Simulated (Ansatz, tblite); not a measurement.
# The cluster Ru₃−: rung by rung

How do method and basis change the picture of the cluster Ru₃− (doublet)?

The runs use Ansatz 0.2.0, Gaussian basis; as each input shows.

Plan: GFN1-xTB, GFN2-xTB, PBE-D4/def2-TZVPD, r2SCAN-D4/def2-TZVPD, HSE06-D4/def2-TZVPD, B97M-V/def2-TZVPD, CAM-B3LYP-D4/def2-TZVPD, B3LYP-D4/def2-TZVPD, B2PLYP/def2-TZVPD, PBE-D4/def2-SVPD, PBE0-D4/def2-SVPD, CCSD(T)/def2-TZVPD, RPA/def2-TZVPD.

4 further runs of the same task are left out: 1 for a known fault of the program, 2 that didn't finish, 1 set aside as unsound or not needed. Runs told in other sessions of the task aren't counted.

### Step 1. The structure

The geometry is that of the doublet, from an earlier relaxation (PBE-D4/def2-TZVPD). At that level it is the lowest of the isomers that a small search found.

3 atoms, charge -1, spin multiplicity 2.

Bond lengths: Ru1–Ru3 2.155 Å, Ru2–Ru3 2.130 Å. Angles: Ru1–Ru3–Ru2 157.8°.

Ru takes a core potential in the def2 sets. No spin-orbit coupling is included. The ion is computed in the gas phase, without counter-ions or solvent.

PBE0-D4/def2-TZVPD was run before; its log isn't repeated, and its numbers join the tables.

### Step 2. GFN1-xTB

Tight binding, by tblite at 300 K electronic temperature and without a spin-polarisation term:

```python
tblite.interface.Calculator('GFN1-xTB', numbers, positions, charge=-1, uhf=1).singlepoint()
```

Energy -279.8006 eV; 0.003 s.

### Step 3. GFN2-xTB

Tight binding, by tblite at 300 K electronic temperature and without a spin-polarisation term:

```python
tblite.interface.Calculator('GFN2-xTB', numbers, positions, charge=-1, uhf=1).singlepoint()
```

Energy -252.0839 eV; 0.006 s.

### Step 4. PBE-D4/def2-TZVPD

start.molden holds the orbitals of an earlier run on this state, given as this run's starting guess.

in.yaml reads:

```yaml
crystal:
  periodic: [false, false, false]
  atoms:
    - {symbol: Ru, position_ang: [-0.686616, 0.557153, -0.117587]}
    - {symbol: Ru, position_ang: [0.509719, -3.132006, -1.741887]}
    - {symbol: Ru, position_ang: [-0.419604, -1.300446, -1.176026]}
basis:
  gaussian: {orbitals: def2-TZVPD, initial_orbitals: start.molden}
total_charge: -1
magnetization: {spin_polarized: true, initial_magnetization: 1}
hamiltonian: {xc: pbe, dispersion: d4}
scf: {omitted_lower_state_checks: [starts]}
output: {orbitals: {seedname: orbitals}}
```

Started as:

```sh
$ ansatz run in.yaml --threads 4 --pin off --events-out ev --progress --plain --max-ram 3916MiB
```

After this run come: r2SCAN-D4/def2-TZVPD; HSE06-D4/def2-TZVPD; B97M-V/def2-TZVPD; CAM-B3LYP-D4/def2-TZVPD; B3LYP-D4/def2-TZVPD; B2PLYP/def2-TZVPD; PBE-D4/def2-SVPD; PBE0-D4/def2-SVPD; CCSD(T)/def2-TZVPD; RPA/def2-TZVPD.

**Question.** What will the summary of the whole plan be? Wanted: gap in def2-TZVPD, named functionals, smallest and largest; correlation energy, CCSD(T)/def2-TZVPD; ⟨S²⟩ in def2-TZVPD, named functionals, smallest and largest; PBE0 total energy, smallest basis above largest.

The runs gave:

| quantity | value |
| --- | --- |
| gap in def2-TZVPD, named functionals, smallest and largest | 0.43 eV (PBE-D4), 4.09 eV (CAM-B3LYP-D4) |
| correlation energy, CCSD(T)/def2-TZVPD | -37.71 eV |
| ⟨S²⟩ in def2-TZVPD, named functionals, smallest and largest | 2.115, 3.550 |
| PBE0 total energy, smallest basis above largest | 2.07 eV (def2-SVPD, def2-TZVPD) |

Orbital gaps of the named functionals in def2-TZVPD span 0.43 eV (PBE-D4) to 4.09 eV (CAM-B3LYP-D4); exact exchange widens it. Over the named functionals in def2-TZVPD spin contamination reaches 2.80 (CAM-B3LYP-D4), and every level is far from pure, so all describe a mixture with higher spin. PBE-D4, B97M-V put the HOMO above zero; others here keep it below zero, so the sign hangs on the functional's self-interaction and doesn't show that the species is unbound. Notes on CCSD(T)/def2-TZVPD: large T1 diagnostic, spin contamination, state flagged by the program.
